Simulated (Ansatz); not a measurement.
# PH₂O (doublet): wave-function methods side by side at a displaced geometry (v2), cc-pVDZ

One table from this session's results is given with a row withheld; the runs are named, their logs left out.

Computed with Ansatz 0.2.0, Gaussian basis. Level: cc-pVDZ, core rule «outside noble gas», up to 6 orbitals frozen.

The runs, in order: UHF; CCSD(T) on ROHF; CCSD(T) on UHF; BCCD(T) on ROHF; CISD; CCSDT(Q) on ROHF; CCSDT(Q) on UHF.

27 further runs of the same task are left out: 4 for a known fault of the program, 11 that didn't finish, 12 set aside as unsound or not needed.

**The geometry**

The geometry is a PBE0/def2-TZVP stationary point (not a proven minimum) with its atoms shifted at random (size 0.100 Å).

4 atoms, charge 0, spin multiplicity 2.

Atoms are counted from 1 here; the program's logs count them from 0.

Bond lengths: O1–P2 1.486 Å, P2–H3 1.431 Å, P2–H4 1.328 Å. Angles: O1–P2–H3 121.9°, O1–P2–H4 123.9°, H3–P2–H4 111.4°.

Set-up of the first run:

in.yaml reads:

```yaml
crystal:
  periodic: [false, false, false]
  atoms:
    - {symbol: O, position_ang: [0.106165, -0.003168, 1.025932]}
    - {symbol: P, position_ang: [-0.058709, 0.005206, -0.450677]}
    - {symbol: H, position_ang: [0.017911, -1.194071, -1.227009]}
    - {symbol: H, position_ang: [0.101020, 1.084366, -1.208795]}
basis:
  gaussian: {orbitals: cc-pVDZ}
magnetization: {spin_polarized: true, initial_magnetization: 1}
hamiltonian: {xc: hf}
output: {orbitals: {seedname: orbitals}}
```

On the command line:

```sh
> ansatz run in.yaml --threads 1 --pin off --events-out ev --progress --plain --max-ram 2393MiB
```

Steps of the session up to this table: UHF; CCSD(T) on ROHF; CCSD(T) on UHF; BCCD(T) on ROHF; CISD; CCSDT(Q) on ROHF; CCSDT(Q) on UHF.

One table of the session follows, with a row left open; its other results are not shown here.

| method | from UCCSDT(Q) (meV) |
| --- | --- |
| ROHF | +9210.3 |
| UHF | +9035.8 |
| RMP2 | +780.7 |
| UMP2 | ? |
| CISD | +1042.7 |
| RCCSD | +314.7 |
| UCCSD | +305.6 |
| RCCSD(T) | +49.4 |
| UCCSD(T) | +52.5 |
| BCCD(T) | +50.0 |
| RCCSDT | +30.7 |
| UCCSDT | +30.4 |
| RCCSDT(Q) | +4.3 |
| UCCSDT(Q) | 0 |

**Question.** Estimate the row for UMP2.

As computed: from UCCSDT(Q) (meV): +840.0. In the column «from UCCSDT(Q) (meV)» it lies between RMP2 (+780.7) and CISD (+1042.7).

To keep in mind: Restricted and unrestricted rows rest on different reference determinants; where their highest levels disagree by more than a few hundredths of an eV, they describe different states and don't form one ladder.
